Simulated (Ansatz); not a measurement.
# Al2B: the cost of one run

Program: Ansatz 0.2.0, Gaussian basis. Level of theory: def2-QZVPP, all electrons in the functionals, frozen cores in the correlation of double hybrids and RPA. These are calculated values, not measurements.

The runs, in order: B2PLYP, at charge 0, doublet; charge 0, quartet; charge 1, singlet; charge 1, triplet.

2 further runs of the same task are left out: 2 set aside as unsound or not needed.

### Step 1. The system

The geometry is a PBE0/def2-TZVP stationary point (not a proven minimum).

3 atoms, charge 0, spin multiplicity 2.

Atoms are counted from 1 here; the program's logs count them from 0.

Bond lengths: Al1–B2 2.081 Å, B2–Al3 2.081 Å. Angles: Al1–B2–Al3 180.0°.

Coordinates:

```xyz
3
charge 0, multiplicity 2
Al    0.0000    0.0000    2.0809
B     0.0000    0.0000    0.0000
Al    0.0000    0.0000   -2.0809
```

No dispersion term is added.

The geometry shown and the zero of energy belong to the point charge 0, doublet. The yardstick, UCCSD(T), and other wave-function levels (R restricted, U unrestricted, valence and pair active spaces) come from earlier runs.

### Step 2. B2PLYP, charge 0, doublet

in.yaml reads:

```yaml
crystal:
  periodic: [false, false, false]
  atoms:
    - {symbol: Al, position_ang: [0.000000, 0.000000, 2.080901]}
    - {symbol: B, position_ang: [0.000000, 0.000000, 0.000000]}
    - {symbol: Al, position_ang: [0.000000, 0.000000, -2.080901]}
basis:
  gaussian: {orbitals: "def2-QZVPP.json"}
magnetization: {spin_polarized: true, initial_magnetization: 1}
hamiltonian: {xc: {name: B2PLYP}}
correlation: {electrons: outside_noble_gas}
```

Command:

```
> ansatz run in.yaml --threads 1 --pin off --events-out ev --progress --plain --max-ram 2393MiB
```

What time and memory should one allow on 1 thread of Arm Neoverse V2, shared host?

About 2.1 min, with a peak of 0.7 GiB.
